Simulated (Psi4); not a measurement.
# SiH3F (SMILES F[SiH3]): levels of theory compared

Aim: a comparison of 3 runs (B3PW91/aug-pcseg-2, CC2/jun-cc-pVDZ) of SiH3F. The job is set up through a Python script.

The calculation is run with Psi4 1.11.

1 further run of the same task is left out (it didn't finish).

**1. Starting point**

SiH3F: 5 atoms, total charge 0, spin state singlet. As SMILES, `F[SiH3]`. The shape is that of a PBE0-D4/def2-TZVP optimisation.

Bond lengths: F1–Si2 1.600 Å, Si2–H3 1.482 Å, Si2–H4 1.482 Å, Si2–H5 1.482 Å. Angles: F1–Si2–H3 108.3°, F1–Si2–H4 108.3°, F1–Si2–H5 108.3°, H3–Si2–H4 110.6°, H3–Si2–H5 110.6°, H4–Si2–H5 110.6°.

**2. The energy at B3PW91/aug-pcseg-2 (DKH2, density fitting) (run 1)**

File run.py:

```python
import psi4

psi4.set_memory('1600 MB')
psi4.set_num_threads(1)
psi4.set_output_file('run.log', False)

mol = psi4.geometry("""
F     -1.274600     0.162800     0.858000
Si     0.043300    -0.019300    -0.030700
H     -0.367800    -0.192600    -1.443700
H      0.768600    -1.217900     0.451600
H      0.880500     1.193400     0.123400
no_reorient
no_com
""")

psi4.set_options({
    'basis': 'aug-pcseg-2',
    'scf_type': 'df',
    'relativistic': 'dkh',
    'dkh_order': 2,
})

e = psi4.energy("B3PW91", molecule=mol)
print(f'B3PW91 energy: {e:.10f} Eh')
for k, v in sorted(psi4.core.scalar_variables().items()):
    print(f'{k:45s} {v:18.10f}')
```

Launch:

```
$ python run.py
```

run.log:

```text
[...]
  Running in c1 symmetry.
[...]
  Nuclear repulsion =   63.042807224251995
[...]
  Multiplicity = 1
[...]
  Nalpha       = 13
  Nbeta        = 13
[...]
    Number of basis functions: 165
[...]
   @DF-RKS iter   1:  -391.73429340945103   -4.06190e-01   2.64622e-03 ADIIS/DIIS
[...]
   @DF-RKS iter   7:  -391.80036194130400   -2.43472e-08   1.01682e-07 DIIS
[...]
    Orbital Energies [Eh]
    ---------------------
    Doubly Occupied:
       1A    -66.284463     2A    -24.689613     3A     -5.333388
       4A     -3.666689     5A     -3.663645     6A     -3.663645
       7A     -1.197526     8A     -0.571805     9A     -0.461610
      10A     -0.455291    11A     -0.455290    12A     -0.351642
      13A     -0.351628
[...]
  @DF-RKS Final Energy:  -391.80036194130400
   => Energetics <=
    Nuclear Repulsion Energy =             63.0428072242519946
    One-Electron Energy =                -668.7956290246729623
    Two-Electron Energy =                 240.1494624865366632
    DFT Exchange-Correlation Energy =     -26.1970026274197139
    Empirical Dispersion Energy =           0.0000000000000000
    VV10 Nonlocal Energy =                  0.0000000000000000
    Total Energy =                       -391.8003619413040042
[...]
 Multipole Moments:
 ------------------------------------------------------------------------------------
     Multipole            Electronic (a.u.)      Nuclear  (a.u.)        Total (a.u.)
 ------------------------------------------------------------------------------------
 L = 1.  Multiply by 2.5417464519 to convert [e a0] to [Debye]
 Dipole X            :         18.5261353          -18.1109462            0.4151891
 Dipole Y            :         -1.9052789            1.8479632           -0.0573158
 Dipole Z            :        -12.4185343           12.1386558           -0.2798785
 Magnitude           :                                                    0.5039832
[...]
```

The script printed:

```text
B3PW91 energy: -391.8003619413 Eh
CURRENT ENERGY                                   -391.8003619413
CURRENT REFERENCE ENERGY                         -391.8003619413
DD SOLVATION ENERGY                                 0.0000000000
DFT FUNCTIONAL TOTAL ENERGY                      -391.8003619413
DFT TOTAL ENERGY                                 -391.8003619413
DFT VV10 ENERGY                                     0.0000000000
DFT XC ENERGY                                     -26.1970026274
GRID ELECTRONS ALPHA                               12.9999952803
GRID ELECTRONS BETA                                12.9999952803
GRID ELECTRONS TOTAL                               25.9999905607
NUCLEAR REPULSION ENERGY                           63.0428072243
ONE-ELECTRON ENERGY                              -668.7956290247
PCM POLARIZATION ENERGY                             0.0000000000
PE ENERGY                                           0.0000000000
SCF ITERATION ENERGY                             -391.8003619413
SCF ITERATIONS                                      7.0000000000
SCF TOTAL ENERGY                                 -391.8003619413
TWO-ELECTRON ENERGY                               240.1494624865
XC GRID RADIAL POINTS                              75.0000000000
XC GRID SPHERICAL POINTS                          302.0000000000
XC GRID TOTAL POINTS                           110568.0000000000
```

It took 6.3 s on 1 thread of AMD EPYC 9R45 (Zen 5), shared host; peak memory 0.76 GiB.

**3. The energy at B3PW91/aug-pcseg-2 (density fitting) (run 2)**

File job.py:

```python
import psi4

psi4.set_memory(1600000000)
psi4.set_num_threads(1)
psi4.core.set_output_file('run.log', False)

m = psi4.geometry("""
0 1
F     -1.274600     0.162800     0.858000
Si     0.043300    -0.019300    -0.030700
H     -0.367800    -0.192600    -1.443700
H      0.768600    -1.217900     0.451600
H      0.880500     1.193400     0.123400
units angstrom
no_reorient
no_com
""")

options = {'reference': 'rks', 'scf_type': 'df'}
psi4.set_options(options)

E = psi4.energy('b3pw91/aug-pcseg-2')
print(f'total energy {E:.8f} hartree = {E * 27.211386:.5f} eV')
```

Launch:

```
$ python job.py
```

run.log:

```text
[...]
  Running in c1 symmetry.
[...]
  Nuclear repulsion =   63.042807224251995
[...]
  Multiplicity = 1
[...]
  Nalpha       = 13
  Nbeta        = 13
[...]
    Number of basis functions: 165
[...]
   @DF-RKS iter   1:  -391.11925483757278   -4.01532e-01   2.60361e-03 DIIS/ADIIS
[...]
   @DF-RKS iter   7:  -391.18346564986604   -2.29062e-08   1.00303e-07 DIIS
[...]
    Orbital Energies [Eh]
    ---------------------
    Doubly Occupied:
       1A    -66.100067     2A    -24.660728     3A     -5.305476
       4A     -3.660992     5A     -3.657943     6A     -3.657942
       7A     -1.194694     8A     -0.570874     9A     -0.461839
      10A     -0.455828    11A     -0.455826    12A     -0.351851
      13A     -0.351838
[...]
  @DF-RKS Final Energy:  -391.18346564986604
   => Energetics <=
    Nuclear Repulsion Energy =             63.0428072242519946
    One-Electron Energy =                -668.0875939400464176
    Two-Electron Energy =                 240.0510144717670755
    DFT Exchange-Correlation Energy =     -26.1896934058386641
    Empirical Dispersion Energy =           0.0000000000000000
    VV10 Nonlocal Energy =                  0.0000000000000000
    Total Energy =                       -391.1834656498660365
[...]
 Multipole Moments:
 ------------------------------------------------------------------------------------
     Multipole            Electronic (a.u.)      Nuclear  (a.u.)        Total (a.u.)
 ------------------------------------------------------------------------------------
 L = 1.  Multiply by 2.5417464519 to convert [e a0] to [Debye]
 Dipole X            :         18.5250708          -18.1109462            0.4141246
 Dipole Y            :         -1.9051318            1.8479632           -0.0571686
 Dipole Z            :        -12.4178166           12.1386558           -0.2791608
 Magnitude           :                                                    0.5026909
[...]
```

The script printed:

```text
total energy -391.18346565 hartree = -10644.64428 eV
```

Wall time 6.3 s (1 thread of AMD EPYC 9R45 (Zen 5), shared host); peak memory 0.76 GiB.

**4. Energy and forces at CC2/jun-cc-pVDZ (run 3)**

File fh3si.xyz:

```xyz
5
FH3Si
F     -1.274600     0.162800     0.858000
Si     0.043300    -0.019300    -0.030700
H     -0.367800    -0.192600    -1.443700
H      0.768600    -1.217900     0.451600
H      0.880500     1.193400     0.123400
```

File fh3si.py:

```python
import psi4

psi4.set_memory('1600 MB')
psi4.set_num_threads(1)
psi4.set_output_file('run.log', False)

with open('fh3si.xyz') as f:
    atoms = ''.join(f.readlines()[2:])
mol = psi4.geometry('0 1\n' + atoms + 'no_reorient\nno_com')

psi4.set_options({
    'scf_type': 'pk',
})

e_tot = psi4.gradient("cc2/jun-cc-pVDZ", molecule=mol)
print('gradient / Eh bohr^-1')
print(e_tot.np.round(6))
```

Launch:

```
$ python fh3si.py
```

run.log:

```text
[...]
  Running in c1 symmetry.
[...]
  Nuclear repulsion =   63.042807224251995
[...]
  Multiplicity = 1
[...]
  Nalpha       = 13
  Nbeta        = 13
[...]
    Number of basis functions: 55
[...]
   @RHF iter   1:  -390.12278506028520   -6.34285e-01   5.63082e-03 DIIS/ADIIS
[...]
   @RHF iter  11:  -390.16665874188789   -6.25278e-13   9.66390e-11 DIIS
[...]
    Orbital Energies [Eh]
    ---------------------
    Doubly Occupied:
       1A    -68.839901     2A    -26.296665     3A     -6.184015
       4A     -4.292025     5A     -4.289457     6A     -4.289456
       7A     -1.595604     8A     -0.780162     9A     -0.670454
      10A     -0.670452    11A     -0.639585    12A     -0.491948
      13A     -0.491929
[...]
  @RHF Final Energy:  -390.16665874188789
   => Energetics <=
    Nuclear Repulsion Energy =             63.0428072242519946
    One-Electron Energy =                -667.3556238123189814
    Two-Electron Energy =                 214.1461578461790793
    Total Energy =                       -390.1666587418878862
[...]
 Multipole Moments:
 ------------------------------------------------------------------------------------
     Multipole            Electronic (a.u.)      Nuclear  (a.u.)        Total (a.u.)
 ------------------------------------------------------------------------------------
 L = 1.  Multiply by 2.5417464519 to convert [e a0] to [Debye]
 Dipole X            :         18.6662787          -18.1109462            0.5553325
 Dipole Y            :         -1.9246345            1.8479632           -0.0766713
 Dipole Z            :        -12.5130251           12.1386558           -0.3743693
 Magnitude           :                                                    0.6741106
[...]
      * MP2 total energy                      = -390.474396044074808
[...]
```

On the terminal:

```text
gradient / Eh bohr^-1
[[ 4.0567e-02 -5.6070e-03 -2.7358e-02]
 [-4.0133e-02  5.5590e-03  2.7109e-02]
 [ 7.3000e-05  4.7000e-05  3.8800e-04]
 [-2.3800e-04  3.4300e-04 -1.1600e-04]
 [-2.7000e-04 -3.4200e-04 -2.2000e-05]]
```

It took 8.7 s on 1 thread of AMD EPYC 9R45 (Zen 5), shared host; peak memory 0.36 GiB.

**5. All runs side by side**

```tsv
run	level	task	integrals	energy (Eh)	dipole moment (D)	HOMO energy (eV)	LUMO energy (eV)	wall time
1	B3PW91/aug-pcseg-2 (DKH2, density fitting)	energy	df	-391.800362	1.28	-9.57	-0.53	6.3 s
2	B3PW91/aug-pcseg-2 (density fitting)	energy	df	-391.183466	1.28	-9.57	-0.53	6.3 s
3	CC2/jun-cc-pVDZ	gradient	pk	-390.478256	–	-13.39	1.37	8.7 s
```

**6. Results**

| quantity | value |
| --- | --- |
| run 3: ground-state or mean-field energy | -390.47826 Eh |
| run 3: HOMO energy (Hartree–Fock orbitals) | -13.39 eV |
| run 3: LUMO energy (Hartree–Fock orbitals) | 1.37 eV |
| run 3: HOMO–LUMO gap (Hartree–Fock orbitals) | 14.76 eV |
| run 3: correlation energy | -311.6 mEh |
| run 3: T1 diagnostic | 0.010 |
| run 3: largest force on an atom | 2.533 eV/Å |

**Reading.** Some runs of one species differ in core potentials or relativity; totals across that change don't compare. All runs together took 21 s, the longest 8.7 s.
